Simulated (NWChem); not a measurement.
# Spin states of dimethyl ether (C₂H₆O)

```xyz
9

C     -1.1611     0.0000    -0.1881
O      0.0000     0.0000     0.5778
C      1.1611     0.0000    -0.1881
H     -1.2330    -0.8952    -0.8395
H     -1.2330     0.8952    -0.8395
H     -2.0215     0.0000     0.4963
H      1.2330    -0.8952    -0.8395
H      2.0215     0.0000     0.4963
H      1.2330     0.8952    -0.8395
```
Charge 0, spin multiplicity 1.

The numbers come from NWChem runs, not from measurements. All single points use one geometry, from PBE0/def2-SVP, a minimum by its harmonic frequencies.

Basis set: def2-SVP. The gap is E(triplet) − E(singlet) at the geometry of the singlet, so a negative value puts the higher spin lower. Open shells are unrestricted, and the singlet is the closed-shell solution. The triplet is the single determinant that the SCF runs reached, with unpaired electrons in orbitals of symmetry a1 and b2 (C2v labels); it need not be the lowest triplet, which in molecules with degenerate π orbitals can need several determinants.

The correlated methods keep 3 core orbitals frozen. B3LYP has NWChem's definition, with VWN1-RPA local correlation. The stability of the SCF solutions was not checked. Open-shell Hartree-Fock references start from PBE0 orbitals.

Order these methods by the vertical singlet-triplet gap they give, lowest first: B2PLYP, PBE, CAM-B3LYP, MP2, B3LYP.

PBE (165.0 kcal/mol), B3LYP (173.9 kcal/mol), CAM-B3LYP (180.3 kcal/mol), B2PLYP (181.4 kcal/mol), MP2 (196.7 kcal/mol)
